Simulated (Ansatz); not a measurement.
Density of states of TaO$_{3}$ (Pm-3m, a = 3.928 Å, b = 3.928 Å, c = 3.928 Å, α = 90.00°, β = 90.00°, γ = 90.00°), in states per eV and primitive cell, averaged over bins of 0.3 eV. Method: DFT r2SCAN, scalar-relativistic, plane waves, PAW (Ansatz).

Plane waves to 500 eV, a k mesh through Γ of 10×10×10 on the computed 4-atom cell and Gaussian smearing (0.10 eV); collinear spin from starting moments 0 0.38 0.38 0.38 μB.

The cell is relaxed at this level. The states (both spins) are summed by tetrahedra on a 15×15×15 mesh at the self-consistent density. Energies are bin centres; the table starts no lower than −8 eV and ends at 6 eV, or lower where the solved bands end.

It is a metal at this level.

```csv
E − E_F (eV),total,O 2p down,O 2p up,Ta 5d down,Ta 5d up,O 2s down,Ta 6s down
-5.60,2.57,0.60,1.14,0.26,0.44,0.00,0.04
-5.30,2.11,0.83,0.65,0.28,0.19,0.01,0.06
-5.00,1.45,0.51,0.55,0.14,0.14,0.01,0.04
-4.70,1.36,0.51,0.51,0.12,0.11,0.02,0.03
-4.40,1.95,0.41,1.02,0.09,0.34,0.01,0.02
-4.10,2.32,0.47,1.27,0.11,0.36,0.01,0.01
-3.80,2.97,1.04,1.14,0.37,0.31,0.02,0.01
-3.50,3.12,0.97,1.38,0.35,0.32,0.01,0.01
-3.20,3.52,1.19,1.55,0.36,0.32,0.02,0.01
-2.90,4.25,1.17,2.24,0.33,0.41,0.01,0.01
-2.60,3.25,1.39,1.26,0.35,0.16,0.01,0.00
-2.30,3.83,2.08,1.10,0.44,0.10,0.01,0.00
-2.00,3.16,1.26,1.48,0.26,0.07,0.01,0.00
-1.70,2.96,0.87,1.82,0.14,0.06,0.01,0.00
-1.40,4.11,0.78,3.08,0.11,0.07,0.01,0.00
-1.10,3.90,0.98,2.74,0.08,0.03,0.01,0.00
-0.80,3.42,1.73,1.57,0.08,0.00,0.01,0.00
-0.50,4.01,2.65,1.25,0.06,0.00,0.01,0.00
-0.20,2.17,2.12,0.00,0.02,0.00,0.00,0.00
0.10,1.49,1.47,0.00,0.01,0.00,0.00,0.00
0.40,1.33,1.32,0.00,0.00,0.00,0.00,0.00
0.70,0.75,0.74,0.00,0.00,0.00,0.00,0.00
1.00,0.00,0.00,0.00,0.00,0.00,0.00,0.00
1.30,0.00,0.00,0.00,0.00,0.00,0.00,0.00
1.60,0.00,0.00,0.00,0.00,0.00,0.00,0.00
1.90,0.00,0.00,0.00,0.00,0.00,0.00,0.00
2.20,0.00,0.00,0.00,0.00,0.00,0.00,0.00
2.50,0.00,0.00,0.00,0.00,0.00,0.00,0.00
2.80,0.00,0.00,0.00,0.00,0.00,0.00,0.00
3.10,0.00,0.00,0.00,0.00,0.00,0.00,0.00
3.40,0.25,0.01,0.00,0.20,0.04,0.00,0.00
3.70,0.71,0.02,0.01,0.30,0.37,0.00,0.00
4.00,0.83,0.05,0.04,0.33,0.41,0.00,0.00
4.30,0.94,0.07,0.06,0.36,0.44,0.00,0.00
4.60,1.06,0.09,0.08,0.39,0.47,0.00,0.00
4.90,1.22,0.12,0.11,0.43,0.53,0.00,0.00
5.20,1.42,0.15,0.14,0.48,0.58,0.00,0.00
5.50,1.74,0.20,0.20,0.55,0.72,0.00,0.00
5.80,2.38,0.27,0.32,0.66,1.02,0.00,0.01
```

The columns after the total are the main Löwdin projections on the occupied valence shells of the potentials; 4 others are left out. The rest of the total lies in those, in shells that are empty in the free atom, which aren't projected, and between the atoms.

The state reached may not be the lowest one. Spin-orbit coupling is left out, which matters for the bands of heavy elements.

Only this magnetic start was tried.

Whether TaO3 exists in this form wasn't checked.